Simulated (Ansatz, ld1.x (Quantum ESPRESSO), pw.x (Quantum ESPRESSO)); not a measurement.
**From atom to crystal: ultrasoft potential for hafnium (Hf)**

```
Element                 : hafnium (Hf)
Generator               : ld1.x (Quantum ESPRESSO) 7.5
Type                    : ultrasoft
Functional              : PBEsol
Relativity              : scalar-relativistic
Frozen core             : [Kr] 4d10 4f14 5s2
Valence charge          : 10
Reference configuration : 5p6 5d2 6s2 6p0
Partial waves           : 6s (bound): rcut 2.55, rcutus 3.45 bohr; 6s channel at 3.3 Ry: rcut 2.55, rcutus 3.45 bohr; 5p (bound): rcut 1.75, rcutus 2.05 bohr; 6p (bound, empty): rcut 1.75, rcutus 2.05 bohr; 5d (bound): rcut 2.30, rcutus 2.65 bohr; 5d channel at 0.45 Ry: rcut 2.30, rcutus 2.65 bohr
Local potential         : all-electron potential smoothed inside 2.95 bohr (lloc = -1)
Core correction         : a·sin(br)/r model core inside 1.80 bohr
Augmentation charge     : PSQ, inside the norm-conserving radii
```

Atomic tests: cutoffs needed: 18 Ry and 35 Ry (the cutoffs (Ry, on a coarse ladder) from which the occupation-weighted sum of valence levels, in a spherical-Bessel basis at the reference potential, stays within 10 and 1 mRy of its value at 400 Ry); ghost test: no extra level below or beside the all-electron valence levels (s, p, d, f tested) (spherical-Bessel basis up to 400 Ry, 20 bohr box); configuration tests: 2 of 7 tests not solved or not reliable.

Crystal test: diamond Hf in pw.x 7.5, no spin, 8³ k-points, Fermi–Dirac smearing 0.01 Ry, cutoffs 45/360 Ry. The reference is all-electron LAPW (Ansatz 0.2.0) with the same functional, mesh and smearing; V0 and B0 come from Birch–Murnaghan fits to the pressures at five volumes. Errors are pseudo minus all-electron; Δ is the rms difference of the E(V) curves that follow from these fits, minima aligned, over ±6 % about the mean V0. Mesh and smearing are coarse, so the numbers serve the comparison and aren't converged zero-temperature values; the lattice is a test structure that the element need not adopt.

| V (Å³/atom) | P all-electron (GPa) | P pseudo (GPa) |
| --- | --- | --- |
| 30.927 | 1.57 | 6.54 |
| 31.741 | 0.75 | 5.16 |
| 32.555 | -0.01 | 3.90 |
| 33.369 | -0.72 | 2.75 |
| 34.183 | -1.39 | 1.69 |

All-electron: a0 = 6.385 Å (V0 = 32.54 Å³/atom), B0 = 29.5 GPa.

Pseudopotential: mean pressure error (GPa): +3.97. The pressure does not cross zero within the volumes sampled, so no fit is given. The largest radius (3.45 bohr) exceeds half the bond length (2.61 bohr), so the spheres overlap, which is one possible source of error among others. This is a poor potential for the solid. Atomic configuration tests: 2 of 7 tests not solved or not reliable.

Problem. At the middle volume, how do free energy and pressure move when the wave cutoff is lowered (ecutrho held at 360 Ry)?

Solution.

```tsv
cutoff (Ry)	shift of F (meV/atom)	shift of P (GPa)
20	+240.2	-2.38
27	+54.5	-1.18
36	+3.4	+0.02
```

The run at the middle volume (29 k-points, 11 iterations) took about 28 s on one core of a shared host (Neoverse-V2, 96 threads, 742 GiB, load 34).
